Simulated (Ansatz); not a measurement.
`CC(C)(C)F` → `CC(C)F` + `[CH2]` (triplet) at 298.15 K and 1 bar (formal loss of a carbene).

Isolated molecules relaxed with PBE0-D4/def2-TZVP in Ansatz; ΔE leaves out vibrations. CBS: MP2 limit from def2 TZ/QZ plus the TZ coupled-cluster correction, frozen cores. This one scheme is used for every species. Triplets are unrestricted, without spin–orbit coupling.

```csv
species,CCSD(T)/CBS energy (Eh),H − E (kJ/mol),S (J/(mol·K))
`CC(C)(C)F`,-257.43757,343.3,310.0
`CC(C)F`,-218.16942,267.6,292.7
`[CH2]` (triplet),-39.09499,55.4,195.3
```

H − E and S are ideal-gas, rigid-rotor, harmonic terms from PBE0-D4/def2-TZVP, with the whole ground term of open shells counted as degenerate. 1 Eh = 2625.50 kJ/mol, R = 8.31446 J/(mol·K).

Problem. By hand: ΔE, ΔH, ΔS and ΔG.

Solution. ΔE = (-218.16942) + (-39.09499) − (-257.43757) = 0.17316 Eh = 454.6 kJ/mol. Δ(H − E) = 267.6 + 55.4 − 343.3 = -20.3, so ΔH = 434.3 kJ/mol. ΔS = 292.7 + 195.3 − 310.0 = 178.0 J/(mol·K). ΔG = 434.3 − 298.15 × (178.0)/1000 = 381.2 kJ/mol.

Problem. By hand: the equilibrium constant, and the temperature at which ΔG would vanish if ΔH and ΔS stayed fixed.

Solution. log₁₀ K = −ΔG/(RT ln 10) = -66.8. ΔG = 0 at ΔH/ΔS = 2440 K.

The number of gas molecules changes by +1, which sets the sign of ΔS. A doubt of 5 kJ/mol in ΔE shifts log₁₀ K by 0.9 here. A triplet takes part, so the spin changes. These are equilibria of isolated gas molecules and say nothing of rates. Largest T1 diagnostic: 0.011 (customary marks: 0.02 for closed shells, 0.045 for open ones).
